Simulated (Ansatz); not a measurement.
`C=CCCCC` and `C=CCCC=C` differ in one atom or group.

Ansatz, PBE0-D4/def2-TZVP geometries, multiplicity 1. Each molecule was computed in one conformer, which needn't be the lowest.

| property | `C=CCCCC` |
| --- | --- |
| HOMO–LUMO gap (ωB97M-V/def2-TZVPP) / eV | 12.01 |
| LUMO energy (ωB97M-V/def2-TZVPP) / eV | 2.40 |
| size of the dipole moment (ωB97M-V/def2-TZVPP) / D | 0.39 |
| size of the dipole moment (PBE/def2-TZVPP) / D | 0.42 |
| HOMO–LUMO gap (B3LYP/def2-TZVPP) / eV | 7.25 |
| LUMO energy (B3LYP/def2-TZVPP) / eV | 0.12 |

Q: Give the same properties after the change, and the shifts. (An estimate is asked.)

A: Computed: 
```
                                          property  `C=CCCC=C`  shift
           HOMO–LUMO gap (ωB97M-V/def2-TZVPP) / eV       11.75  -0.26
             LUMO energy (ωB97M-V/def2-TZVPP) / eV        2.25  -0.15
size of the dipole moment (ωB97M-V/def2-TZVPP) / D        0.44   0.05
    size of the dipole moment (PBE/def2-TZVPP) / D        0.49   0.07
             HOMO–LUMO gap (B3LYP/def2-TZVPP) / eV        6.98  -0.27
               LUMO energy (B3LYP/def2-TZVPP) / eV       -0.06  -0.18
```

With PBE0 the HOMO rises by 0.10 eV and the LUMO falls by 0.19 eV, so the gap narrows by about 0.29 eV. PBE moves the HOMO by 0.08 eV and ωB97M-V by 0.11 eV. Dipoles are sizes alone; their direction can turn.

B3LYP here is the variant with VWN-RPA as its local correlation; programs differ in this.
